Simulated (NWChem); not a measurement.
## An input for CH6BN (SMILES BNC)

CH6BN: 9 atoms, total charge 0, spin state singlet. SMILES: `BNC`. The run starts from this shape.

```xyz
9

B    -1.1087   -0.0704   -0.9266
H    -1.0931    0.3059   -2.0614
N     0.1318    0.1431   -0.3021
C     0.7270   -0.0886    1.0197
H     0.7678    0.5661   -0.9406
H    -2.1020   -0.5501   -0.4821
H     1.5964   -0.7377    0.9476
H     1.0634    0.8446    1.4651
H     0.0263   -0.5474    1.7008
```

Settings wanted:

| Setting | Value |
| --- | --- |
| task | optimise |
| method | HF |
| basis set | LANL2DZ |
| integral approximation | none |
| reference | RHF |
| iteration cap | 100 |
| symmetry | none |
| opt iter | 60 |
| template | 1,2-elimination |
| module | scf |
| coordinates | internal |

Write the NWChem 7.3.0 input and the command.

One that was run (others would do as well):

nw.nw:
```
start nw
memory total 1800 mb
charge 0

geometry noautosym
  B     -1.150950    -0.056420    -1.012610
  H     -1.135370     0.319810    -2.147410
  N      0.089540     0.157080    -0.388120
  C      0.684740    -0.074680     0.933740
  H      0.725590     0.580050    -1.026550
  H     -2.144230    -0.536150    -0.568050
  H      1.554190    -0.723780     0.861620
  H      1.021100     0.858580     1.379090
  H     -0.015940    -0.533460     1.614780
end

basis "ao basis" spherical
  * library "lanl2dz ecp"
end

scf
  nopen 0
  rhf
  maxiter 100
  print low
end

driver
  maxiter 60
end

task scf optimize
```

```bash
$ nwchem nw.nw > nw.out
```

Calculated total energy at the end of the run: -120.48409 Eh.
